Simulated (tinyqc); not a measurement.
Worked calculation: CIS on RHF in the sto-6g basis, for H2O, spin multiplicity 1. One step of it, computed by the program tinyqc.

Problem. CIS singlet states. Diagonalise A (1 hartree = 27.211386 eV); each vector has its largest component positive (the first on a tie). The transition dipole is mu = sqrt2 sum c_ia <i|r|a>.

CIS matrix A, singlet (hartree):
```
,1>6,1>7,2>6,2>7,3>6,3>7,4>6,4>7,5>6,5>7
1>6,20.364435,0.011235,0.017249,-0.005019,0.002693,-0.022911,-0.018959,0.002106,0.000000,0.000000
1>7,0.011235,20.438797,-0.004874,0.046430,-0.001306,-0.005608,0.001293,-0.029922,0.000000,0.000000
2>6,0.017249,-0.004874,1.479460,0.011884,-0.005112,0.054659,0.060445,0.011396,0.000000,0.000000
2>7,-0.005019,0.046430,0.011884,1.559712,-0.033152,0.005829,0.014354,-0.017451,0.000000,0.000000
3>6,0.002693,-0.001306,-0.005112,-0.033152,0.828625,-0.017259,-0.024601,0.039348,0.000000,0.000000
3>7,-0.022911,-0.005608,0.054659,0.005829,-0.017259,1.107878,0.093852,0.012402,0.000000,0.000000
4>6,-0.018959,0.001293,0.060445,0.014354,-0.024601,0.093852,0.626712,0.002620,0.000000,0.000000
4>7,0.002106,-0.029922,0.011396,-0.017451,0.039348,0.012402,0.002620,0.744610,0.000000,0.000000
5>6,0.000000,0.000000,0.000000,0.000000,0.000000,0.000000,0.000000,0.000000,0.491851,0.008594
5>7,0.000000,0.000000,0.000000,0.000000,0.000000,0.000000,0.000000,0.000000,0.008594,0.597188
```

dipole integrals <i|r|a> (bohr):
```
,x,y,z
1>6,0.000000,-0.007763,0.038608
1>7,0.000000,0.054334,0.005614
2>6,0.000000,0.002035,-0.098861
2>7,0.000000,-0.166342,-0.029414
3>6,0.000000,-0.853843,0.090729
3>7,0.000000,-0.117287,-0.581494
4>6,0.000000,0.119998,-0.395209
4>7,0.000000,-0.619869,-0.037770
5>6,0.077532,0.000000,0.000000
5>7,0.010446,0.000000,0.000000
```

Give: singlet excitation energies; lowest vectors; oscillator strengths 2/3 w |mu|^2.

Solution.

singlet excitation energies (eV): 13.3650  16.2693  16.4386  19.8195  22.9378  30.3552  40.5783  42.5751  554.1012  556.2174

lowest vectors:
```
,state 1,state 2,state 3,state 4,state 5,state 6
1>6,0.0000,0.0000,0.0008,-0.0001,-0.0001,0.0015
1>7,0.0000,0.0000,-0.0001,0.0014,0.0005,0.0003
2>6,0.0000,0.0000,-0.0558,-0.0165,0.0007,-0.1742
2>7,0.0000,0.0000,-0.0101,0.0048,0.0525,-0.0174
3>6,0.0000,0.0000,0.0959,-0.3614,0.9239,-0.0644
3>7,0.0000,0.0000,-0.1721,-0.0568,0.0659,0.9679
4>6,0.0000,0.0000,0.9784,0.0499,-0.0684,0.1671
4>7,0.0000,0.0000,-0.0267,0.9292,0.3668,0.0222
5>6,0.9967,0.0808,0.0000,0.0000,0.0000,0.0000
5>7,-0.0808,0.9967,0.0000,0.0000,0.0000,0.0000
```

oscillator strengths 2/3 w |mu|^2: 0.0038  0.0002  0.0636  0.0661  1.2214  0.5712
